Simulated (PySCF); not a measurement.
Compound: C₂H₆O₃S.
SMILES with atom numbers: `[CH3:1][CH2:2][S:3](=[O:4])(=[O:5])[OH:6]` (hydrogens: H7, H8, H9 on C1; H10, H11 on C2; H12 on O6)

Method: core-valence-separated Tamm–Dancoff BHandHLYP/aug-pcX-1 (pcseg-1 on H, def2-SVPD on S) in PySCF, non-relativistic, gas phase, PBE0-D3(BJ)/def2-SVP geometry.

Computed oxygen K-edge spectrum, Gaussian lines of 0.5 eV full width, highest printed point 100; it ends one width below the last computed root. Absolute energies from this functional tend to lie a few eV below measured edges; no shift was applied.

```tsv
photon energy (eV)	absorption
531.9	1
532.0	2
532.1	6
532.2	15
532.3	31
532.4	52
532.5	74
532.6	89
532.7	97
532.8	100
532.9	100
533.0	97
533.1	89
533.2	78
533.3	66
533.4	56
533.5	49
533.6	44
533.7	44
533.8	47
533.9	50
534.0	51
534.1	51
534.2	49
534.3	46
534.4	39
534.5	30
534.6	21
534.7	13
534.8	9
```

Assign the maxima to core holes.

2 maxima:
- 532.8 eV: O4 (sulfonyl oxygen), 532.84 eV, f = 0.028, 29 % of the height at the exact maximum; O5 (sulfonyl oxygen), 532.99 eV, f = 0.026, 21 % of the height at the exact maximum; O5 (sulfonyl oxygen), 532.62 eV, f = 0.034, 20 % of the height at the exact maximum; O6 (hydroxyl oxygen), 533.10 eV, f = 0.037, 19 % of the height at the exact maximum
- 534.0 eV: O4 (sulfonyl oxygen), 533.91 eV, f = 0.025, 45 % of the height at the exact maximum; O5 (sulfonyl oxygen), 534.25 eV, f = 0.028, 27 % of the height at the exact maximum; O5 (sulfonyl oxygen), 533.87 eV, f = 0.013, 22 % of the height at the exact maximum

Further lines of some strength in the range: O4, 532.53 eV, f = 0.033; O6, 533.43 eV, f = 0.034; O4, 534.45 eV, f = 0.014.

Roots within 0.03 eV on the same or equivalent atoms count as one line; shares under 12 % aren't listed.

Vibrational structure and lifetime widths aren't in the curve. The ionisation threshold wasn't computed; near and above it a finite basis only mimics Rydberg series and continuum.

Shape of the structure used: `[CH3:1][CH2:2][S:3](=[O:4])(=[O:5])[OH:6]`: C1–C2–S3–O4 -46°, H–O6–S3–C2 111°.

One conformer stands for the species.
